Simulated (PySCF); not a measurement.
Species: C₂H₃O₂, charge 0, multiplicity 2. It need not be the lowest isomer of its formula. 
Coordinates optimised at B3LYP-D3(BJ)/def2-TZVP (Ansatz):
```xyz
7

C     -0.2571     0.1715    -0.0005
O      0.2583     1.2978    -0.0129
O     -1.3300    -0.3709     0.0089
C      1.0547    -0.8686     0.0036
H      1.9946    -0.3339    -0.0052
H      0.9005    -1.4416     0.9132
H      0.8930    -1.4581    -0.8941
```
Charge 0, spin multiplicity 2.

Dispersion corrections to the total energy (kcal/mol) from the dftd3 and dftd4 libraries through PySCF: D3(BJ) without and D4 with the three-body term, each with the damping fitted for the functional named.

| functional | D3(BJ) | D4 |
|---|---|---|
| B2GP-PLYP | -1.21 | (withheld) |
| BHLYP | -2.95 | -2.25 |
| B3LYP | -3.92 | (withheld) |
| TPSS | -2.84 | (withheld) |
| BLYP | -4.86 | -4.91 |
| HF | -20.93 | -8.78 |
| CAM-B3LYP | -1.60 | -1.71 |

### Question
Fill in the missing entries.

### Answer

- B2GP-PLYP, D4: -0.85
- B3LYP, D4: -3.40
- TPSS, D4: -2.88
